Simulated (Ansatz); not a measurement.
# SiPH2 (doublet): the correlation ladder, cc-pVTZ

One table from this session's results is given with a row withheld; the runs are named, their logs left out.

Program: Ansatz 0.2.0, Gaussian basis. Level of theory: cc-pVTZ, core rule «outside noble gas», up to 10 orbitals frozen. These are calculated values, not measurements.

To be run: UHF; CCSD(T) on ROHF; CCSD(T) on UHF; BCCD(T) on ROHF; CCSDT(Q) on ROHF; CCSDT(Q) on UHF; CASSCF and MRCISD+Q, 11 electrons in 10 orbitals; CASSCF and NEVPT2, 11 electrons in 10 orbitals.

9 further runs of the same task are left out: 4 for a known fault of the program, 5 set aside as unsound or not needed.

**The system**

The geometry is a PBE0/def2-TZVP stationary point (not a proven minimum).

4 atoms, charge 0, spin multiplicity 2.

Atoms are counted from 1 here; the program's logs count them from 0.

Bond lengths: Si1–P2 2.059 Å, Si1–H3 1.485 Å, Si1–H4 1.485 Å. Angles: P2–Si1–H3 124.2°, P2–Si1–H4 124.2°, H3–Si1–H4 111.6°.

Coordinates:

```xyz
4
charge 0, multiplicity 2
Si    0.0000    0.0000    1.0167
P     0.0000    0.0000   -1.0424
H     0.0000    1.2280    1.8518
H     0.0000   -1.2280    1.8518
```

The first run:

File in.yaml:

```yaml
crystal:
  periodic: [false, false, false]
  atoms:
    - {symbol: Si, position_ang: [0.000000, 0.000000, 1.016675]}
    - {symbol: P, position_ang: [0.000000, 0.000000, -1.042393]}
    - {symbol: H, position_ang: [0.000000, 1.227985, 1.851803]}
    - {symbol: H, position_ang: [0.000000, -1.227985, 1.851803]}
basis:
  gaussian: {orbitals: cc-pVTZ}
magnetization: {spin_polarized: true, initial_magnetization: 1}
hamiltonian: {xc: hf}
output: {orbitals: {seedname: orbitals}}
```

Launch:

```console
ansatz run in.yaml --threads 1 --pin off --events-out ev --progress --plain --max-ram 2560MiB --backend cpu
```

Steps of the session up to this table: UHF; CCSD(T) on ROHF; CCSD(T) on UHF; BCCD(T) on ROHF; CCSDT(Q) on ROHF; CCSDT(Q) on UHF; CASSCF and MRCISD+Q, 11 electrons in 10 orbitals; CASSCF and NEVPT2, 11 electrons in 10 orbitals.

One of the session's tables, all rows but one given; the rest of the session is left out.

| method | from RCCSDT(Q) (kJ/mol) |
| --- | --- |
| ROHF | +774.3 |
| UHF | +748.8 |
| RMP2 | +136.9 |
| UMP2 | +160.7 |
| RCCSD | +45.2 |
| UCCSD | +45.4 |
| RCCSD(T) | +7.0 |
| UCCSD(T) | +9.0 |
| BCCD(T) | +7.1 |
| RCCSDT | +2.7 |
| UCCSDT | +2.7 |
| RCCSDT(Q) | 0 |
| UCCSDT(Q) | -0.3 |
| CASSCF valence | +569.4 |
| NEVPT2 valence | ? |
| MRCISD valence | +60.2 |
| MRCISD+Q valence | +8.7 |

**Question.** Estimate the row for NEVPT2 valence.

As computed: from RCCSDT(Q) (kJ/mol): +140.0. In the column «from RCCSDT(Q) (kJ/mol)» it lies between RMP2 (+136.9) and UMP2 (+160.7).

Among the levels timed on like hardware and quicker than the yardstick, those that no quicker one beats, quickest first: RCCSD(T) (3.5 s, +7.0 kJ/mol); UCCSDT(Q) (20 s, -0.3 kJ/mol).

With the free atoms at the same levels and basis (separate runs), the atomisation energy is 9.283 eV at RCCSDT(Q), 9.256 eV at RCCSD(T), 9.233 eV at UCCSD(T), 6.362 eV at ROHF.

To keep in mind: Of the multireference levels listed MRCISD+Q valence comes nearest in total energy (+8.7 kJ/mol), which doesn't show that its space is the better one. Restricted and unrestricted rows rest on different reference determinants; where their highest levels disagree by more than a few hundredths of an eV, they describe different states and don't form one ladder.
